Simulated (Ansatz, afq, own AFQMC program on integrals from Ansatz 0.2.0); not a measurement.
# CH4 (singlet): quantum Monte Carlo beside coupled cluster at scale of all distances = 1.277, 6-31G

One table from this session's results is given with a row withheld; the runs are named, their logs left out.

Computed with Ansatz 0.2.0, Gaussian basis, and an in-house AFQMC program (afq) on its integrals; all values are calculated. Level: 6-31G, frozen cores.

To be run: Full CI; PBE (unrestricted); r2SCAN (unrestricted); PBE0 (unrestricted); B3LYP (unrestricted); wB97M-V (unrestricted); B2PLYP (unrestricted); CCSD(T) on RHF; Full CI; CCSDT(Q) on RHF; CCSDTQ on RHF; Phaseless AFQMC, CISD trial on RHF; UHF.

5 further runs of the same task are left out: 1 for a known fault of the program, 4 that didn't finish.

## The geometry

The geometry derives from a PBE0/def2-TZVP stationary point (not a proven minimum). All distances are scaled together.

5 atoms, charge 0, spin multiplicity 1.

Atoms are counted from 1 here; the program's logs count them from 0.

No contacts short enough for the rule that draws bonds.

Geometry (Å):

```csv
atom,x (Å),y (Å),z (Å)
C1,0.00000,0.00000,0.00000
H2,0.80200,0.80452,0.80352
H3,-0.80653,-0.80034,0.80317
H4,-0.80016,0.80217,-0.80770
H5,0.80469,-0.80635,-0.79899
```

The first run:

in.yaml reads:

```yaml
crystal:
  periodic: [false, false, false]
  atoms:
    - {symbol: C, position_ang: [0.000000, 0.000000, 0.000000]}
    - {symbol: H, position_ang: [0.802003, 0.804524, 0.803517]}
    - {symbol: H, position_ang: [-0.806529, -0.800336, 0.803169]}
    - {symbol: H, position_ang: [-0.800161, 0.802167, -0.807699]}
    - {symbol: H, position_ang: [0.804687, -0.806354, -0.798986]}
basis:
  gaussian: {orbitals: 6-31G}
correlation: {method: fci, electrons: outside_noble_gas}
```

Command:

```console
> ansatz run in.yaml --threads 1 --pin off --events-out ev --progress --plain --max-ram 24576MiB --backend cuda --devices 0, --max-vram 18GiB
```

Steps of the session up to this table: Full CI; PBE (unrestricted); r2SCAN (unrestricted); PBE0 (unrestricted); B3LYP (unrestricted); wB97M-V (unrestricted); B2PLYP (unrestricted); CCSD(T) on RHF; CCSDT(Q) on RHF; CCSDTQ on RHF; Phaseless AFQMC, CISD trial on RHF; UHF.

One of the session's tables, all rows but one given; the rest of the session is left out.

On the RHF determinant, counted from full CI (exact for this spin and basis):

```
                                                level  from full CI (meV)
                                                   HF             +4217.6
                                                  MP2              +903.3
                                                 CCSD                   ?
                                              CCSD(T)               +14.7
                                             CCSDT(Q)                +0.5
                                               CCSDTQ                +0.7
                                              full CI                 0.0
Phaseless AFQMC, CISD trial, step 0.005, 4000 walkers               +11.4
```

**Question.** Estimate the row for CCSD.

As computed: from full CI (meV): +117.7. In the column «from full CI (meV)» it lies between CCSD(T) (+14.7) and MP2 (+903.3).
